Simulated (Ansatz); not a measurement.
**[B2H5]− (SMILES B[BH3-]) at CCSD/STO-3G**

Aim: the energy change on altering one bond length of [B2H5]− at CCSD/STO-3G, from 2 runs. 

The results are computed with Ansatz 0.2.0.

1 further run of the same task is left out (set aside as unsound or not needed).

## Step 1: The structure to begin with

The species is [B2H5]− (7 atoms), meant as a singlet with charge -1. As SMILES, `B[BH3-]`. The shape is that of a GFN2-xTB optimisation.

Bond lengths: B1–B2 1.680 Å, B1–H3 1.204 Å, B1–H4 1.203 Å, B2–H5 1.241 Å, B2–H6 1.241 Å, B2–H7 1.240 Å. Angles: B1–B2–H5 110.6°, B1–B2–H6 110.4°, B1–B2–H7 115.9°, B2–B1–H3 126.5°, B2–B1–H4 123.5°, H5–B2–H6 105.3°, H5–B2–H7 107.0°, H6–B2–H7 107.0°, H3–B1–H4 110.0°.

## Step 2: A single-point energy at CCSD/STO-3G

Input file in.yaml:

```yaml
basis:
  gaussian:
    orbitals: STO-3G
crystal:
  periodic: [false, false, false]
  atoms:
    - {symbol: B, position_ang: [0.210010, -0.813600, 0.474350]}
    - {symbol: B, position_ang: [-0.119910, 0.613520, -0.349380]}
    - {symbol: H, position_ang: [1.262150, -1.128320, 0.968990]}
    - {symbol: H, position_ang: [-0.606320, -1.678230, 0.657480]}
    - {symbol: H, position_ang: [-0.531530, 0.371570, -1.495060]}
    - {symbol: H, position_ang: [-1.042200, 1.230100, 0.207460]}
    - {symbol: H, position_ang: [0.827810, 1.404960, -0.463840]}
total_charge: -1
correlation:
  method: ccsd
  frozen_orbitals: {B: 1, H: 0}
accuracy: high
scf:
  omitted_lower_state_checks: [cluster_reference, increment]
```

Command:

```bash
$ ansatz run in.yaml --threads 1 --pin off --max-ram 2610MiB --events-out events.jsonl --progress --plain --runs-dir runs
```

Standard output (excerpt; [...] marks lines left out):

```text
Warning: RAYON_NUM_THREADS=1 ignored (pool sized by the plan → 1); use --threads N
Functional definition: HF
  name "HF"
[...]
253 factors; integrals over basis functions are off by at most 2.6e-8 eV
[...]
mean field -1400.82756128 eV, -51.4794633621 hartree, gradient 8.7e-8 eV, S^2 0.000000; 0 other end points of the search recorded, 0 dependent functions left out
2 core orbitals not correlated: weight in the atoms' cores, before any rotation towards them, 1.000 or more for the frozen orbitals, at most 0.000 for the correlated occupied ones
reference -1400.82756128 eV, -51.4794633621 hartree; 6, 6 occupied and 7, 7 virtual orbitals, 253 factors
second order -2.11860165 eV of doubles, -0.00000000 eV of singles
cycle   1  -2.69500250 eV  change   -5.8e-1 eV  update   5.9e-2
[...]
cycle  20  -2.99836624 eV  change  -8.8e-10 eV  update  4.2e-10
Total energy: -1403.82592752 eV, -51.5896512891 hartree
Checks for a lower state left out: cluster_reference, increment
```

Wall time 0.12 s (1 thread of Arm Neoverse V1, shared host).

## Step 3: The distorted shape at the same level

Input file job.yaml:

```yaml
crystal:
  periodic: [false, false, false]
  atoms:
    - {symbol: B, position_ang: [0.414086, -0.597449, 0.428569]}
    - {symbol: B, position_ang: [0.084166, 0.829671, -0.395161]}
    - {symbol: H, position_ang: [1.466226, -0.912169, 0.923209]}
    - {symbol: H, position_ang: [-0.606320, -1.678230, 0.657480]}
    - {symbol: H, position_ang: [-0.327454, 0.587721, -1.540841]}
    - {symbol: H, position_ang: [-0.838124, 1.446251, 0.161679]}
    - {symbol: H, position_ang: [1.031886, 1.621111, -0.509621]}
basis:
  gaussian:
    orbitals: STO-3G
total_charge: -1
scf:
  omitted_lower_state_checks: [cluster_reference, increment]
accuracy: high
correlation:
  method: ccsd
  frozen_orbitals: {B: 1, H: 0}
```

Command:

```bash
$ ansatz run job.yaml --threads 1 --pin off --max-ram 2610MiB --events-out events.jsonl --progress --plain --runs-dir runs
```

Standard output (excerpt; [...] marks lines left out):

```text
Warning: RAYON_NUM_THREADS=1 ignored (pool sized by the plan → 1); use --threads N
Functional definition: HF
  name "HF"
[...]
252 factors; integrals over basis functions are off by at most 2.9e-8 eV
[...]
mean field -1399.67715207 eV, -51.4371866034 hartree, gradient 6.2e-9 eV, S^2 0.000000; 0 other end points of the search recorded, 0 dependent functions left out
2 core orbitals not correlated: weight in the atoms' cores, before any rotation towards them, 1.000 or more for the frozen orbitals, at most 0.000 for the correlated occupied ones
reference -1399.67715207 eV, -51.4371866034 hartree; 6, 6 occupied and 7, 7 virtual orbitals, 252 factors
second order -2.30476033 eV of doubles, -0.00000000 eV of singles
cycle   1  -2.94443268 eV  change   -6.4e-1 eV  update   6.6e-2
[...]
cycle  20  -3.29911665 eV  change  -5.1e-10 eV  update  8.6e-10
Total energy: -1402.97626873 eV, -51.5584269042 hartree
Checks for a lower state left out: cluster_reference, increment
```

Run time: 0.12 s. Hardware: 1 thread of Arm Neoverse V1, shared host.

## Step 4: Summary of results

At CCSD/STO-3G, 2 core orbitals frozen:

```
                                                         quantity         value
                                        first shape: total energy  -51.58965 Eh
         first shape: correlation energy (2 core orbitals frozen)    -110.2 mEh
                                       first shape: T1 diagnostic         0.009
                                    distorted shape: total energy  -51.55843 Eh
     distorted shape: correlation energy (2 core orbitals frozen)    -121.2 mEh
                                   distorted shape: T1 diagnostic         0.010
energy change with the B1–H4 bond stretched from 1.203 to 1.504 Å      0.850 eV
```

In words: With the B1–H4 bond stretched from 1.203 to 1.504 Å the energy rises by 0.85 eV (19.6 kcal/mol). The first shape isn't relaxed at this level, so the change isn't measured from a minimum. The minimal basis adds a large error of its own.
